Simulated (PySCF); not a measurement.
Molecule: `C1=NCCCC1`, C5H9N.

Geometry (Å), atoms numbered from 1 in this order:
```xyz
15

C     1.0771    1.1228    0.3246
N    -0.0137    1.7040    0.1096
C    -1.1974    0.9539   -0.2141
C    -1.1184   -0.5424    0.0964
C     0.2098   -1.0903   -0.4174
C     1.3493   -0.3547    0.2846
H     1.9209    1.7604    0.5709
H    -2.0226    1.4232    0.3306
H    -1.3862    1.1128   -1.2821
H    -1.9590   -1.0615   -0.3664
H    -1.1770   -0.6922    1.1771
H     0.2769   -0.9208   -1.4949
H     0.2808   -2.1653   -0.2399
H     2.3030   -0.5343   -0.2169
H     1.4521   -0.7075    1.3161
```

Frames of a GFN2-xTB Langevin trajectory at 400 K; GIAO PBE0/pcSseg-1 shieldings in PySCF, gas phase, non-relativistic; equivalent atoms averaged within each frame.

Referencing at the same level of theory: 13C (σ = 186.93 ppm) and 1H (σ = 31.72 ppm) against TMS; 15N (σ = 267.73 ppm) against NH3. The references are static minima.

Task: How do the shifts (ppm) fluctuate along the trajectory?

Result: 
```tsv
time (fs)	C1	C3	C6	C4	C5	N2	H7	H8/H9	H12/H13	H14/H15
optimised geometry	165.4	53.0	32.2	26.1	22.7	379.6	7.93	3.97	1.62	2.03
250	157.0	51.3	33.9	26.4	24.8	364.0	7.21	3.97	2.11	1.65
425	168.5	54.2	34.6	32.9	27.5	386.6	8.39	5.00	2.40	2.58
625	170.9	60.3	41.6	33.5	36.5	394.7	8.48	4.24	2.95	3.05
800	179.0	52.0	40.6	26.8	19.2	396.1	8.47	4.32	1.05	2.55
1000	174.2	53.0	33.8	25.6	17.6	424.8	8.01	3.78	0.71	1.49
mean of frames	169.9	54.2	36.9	29.1	25.1	393.2	8.11	4.26	1.85	2.27
standard deviation	8.2	3.6	3.8	3.8	7.5	21.8	0.54	0.46	0.94	0.66
```

5 frames give an uncertainty of the mean of about the standard deviation over 2.2 at best, since frames this close in time may not be independent; classical motion lacks zero-point vibration, and the reference would need the same averaging.
